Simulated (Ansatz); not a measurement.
## H2Si–CH2, singlet: reading a ladder of total energies

Geometry: a point of a breathe scan, not a stationary point.

```yaml
atoms:
  - { symbol: Si, position_ang: [0.0000, 0.0000, 0.4727] }
  - { symbol: C, position_ang: [0.0000, 0.0000, -1.0427] }
  - { symbol: H, position_ang: [0.0000, 1.1101, 1.1842] }
  - { symbol: H, position_ang: [0.0000, -1.1101, 1.1842] }
  - { symbol: H, position_ang: [0.0000, 0.8184, -1.5573] }
  - { symbol: H, position_ang: [0.0000, -0.8184, -1.5573] }
```

Basis cc-pVDZ; Ansatz 0.2.0. Correlated methods freeze the noble-gas cores, which leaves 12 electrons in 46 orbitals. R marks a restricted (for open shells ROHF) determinant.

Full CI isn't at hand for all of this; RCCSDT(Q) serves as the reference, and is uncertain by about the last step of the cluster series.

Runs differ by some tens of microhartree through their thresholds, so steps under 0.03 kcal/mol mean nothing.

```json
{"level": "RHF", "total energy (hartree)": "-328.977456"}
{"level": "RMP2", "total energy (hartree)": "-329.212524"}
{"level": "RCCSD", "total energy (hartree)": "-329.245041"}
{"level": "RCCSD(T)", "total energy (hartree)": "-329.252795"}
{"level": "RCCSDT", "total energy (hartree)": "-329.253608"}
{"level": "RCCSDT(Q)", "total energy (hartree)": "-329.254117"}
```

Q: What is the correlation energy at RCCSDT(Q), and what share of it do RMP2 and RCCSD(T) recover?

A: E(corr) = -329.254117 − (-328.977456) = -0.276661 hartree = -7.528 eV. RMP2: -0.235068 / -0.276661 = 84.97 %. RCCSD(T): -0.275339 / -0.276661 = 99.52 %.

Q: By how many kcal/mol does RCCSD(T) miss RCCSDT(Q) (1 hartree = 627.509 kcal/mol), and which steps make up the rest?

A: -329.252795 − (-329.254117) = 0.001322 hartree = 0.83 kcal/mol. Steps: RCCSDT − RCCSD(T) = -0.51, RCCSDT(Q) − RCCSDT = -0.32 kcal/mol. Differences between like states or geometries often cancel part of this.
